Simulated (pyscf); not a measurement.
Thermochemistry of product channels of H₃Si–O–PH₂ (SMILES [SiH3]OP) + H• (SMILES [H]) on the doublet surface, in kcal/mol, from ωB97M-D3(BJ)/def2-TZVP energies (ideal gas, 1 atm, RRHO with modes under 100 cm⁻¹ raised to 100, one conformer, R ln 2 for rigid chiral ones). Single points on ωB97X-D3(BJ)/def2-SVP structures (PySCF, gas phase).

```
products                                               ΔE  ΔH(298 K)  ΔG(600 K)  ΔG(900 K)
----------------------------------------------------  ---  ---------  ---------  ---------
•H₂Si–O–PH₂ (SMILES [SiH2]OP) + H₂ (SMILES [H][H])    [?]       -8.6      -11.8      -13.3
H₃Si–O–PH• (SMILES [SiH3]O[PH]) + H₂ (SMILES [H][H])  [?]      -25.0      -28.2      -29.8
```

### Question
Complete the blanks.

### Answer

- •H₂Si–O–PH₂ (SMILES [SiH2]OP) + H₂ (SMILES [H][H]), ΔE: -9.2
- H₃Si–O–PH• (SMILES [SiH3]O[PH]) + H₂ (SMILES [H][H]), ΔE: -25.5

These are energies of the channels, which say nothing of barriers. H₃Si–O–PH₂ lies 5.7 kcal/mol over its isomer HO–SiH₂–PH₂, and others may lie lower still (electronic energy, ωB97M-D3(BJ)).
